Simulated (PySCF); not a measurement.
Excitation energies in several basis sets

Species: methyl acetate, C3H6O2.
Bonds: C1–O2, O2–C3, C3–C4, C3–O5 (double). Hydrogens: H6, H7, H8 on C1; H9, H10, H11 on C4.

TDDFT with PBE0 (PySCF), vertical singlets, core orbitals frozen in the response, spherical d and f functions. Isolated species at its PBE0-D3(BJ)/def2-SVP geometry (one conformer only).

Task: How do the low singlets change with the basis? Take 6-31G*, def2-SVP, 6-31+G*, aug-cc-pVDZ, def2-TZVP and def2-TZVPD.

Result: 

```
      basis  functions  diffuse  S1 (eV)  S2 (eV)  S3 (eV)  S4 (eV)  S5 (eV)  LUMO (eV)  α (au)
     6-31G*         82       no     5.94     8.24     8.78     9.61     9.96       0.72    36.9
   def2-SVP        100       no     5.95     8.24     8.74     8.75     9.29       0.56    37.4
    6-31+G*        102      yes     5.96     7.30     7.88     8.01     8.10       0.32    41.8
aug-cc-pVDZ        169      yes     5.92     6.93     7.48     7.65     7.87      -0.06    46.3
  def2-TZVP        191       no     5.95     7.99     8.15     8.71     8.75       0.37    43.3
 def2-TZVPD        245      yes     5.93     7.15     7.83     7.87     8.02       0.24    46.2
```

States are compared by their number. Against the largest diffuse basis here (def2-TZVPD, itself not a converged limit), sets without diffuse functions differ by up to 0.02 eV in S1 and 1.94 eV in S5; the smaller diffuse sets differ by up to 0.03 and 0.15 eV. State by state, the largest deviation of a set without diffuse functions is S1 0.02, S2 1.09, S3 0.95, S4 1.73, S5 1.94 eV. The same number needn't mean the same state in each row. Against def2-TZVPD the polarisability deviates by -20% in 6-31G*, -19% in def2-SVP, -10% in 6-31+G*, 0% in aug-cc-pVDZ, -6% in def2-TZVP. A single + in a Pople set puts diffuse functions on heavy atoms only.
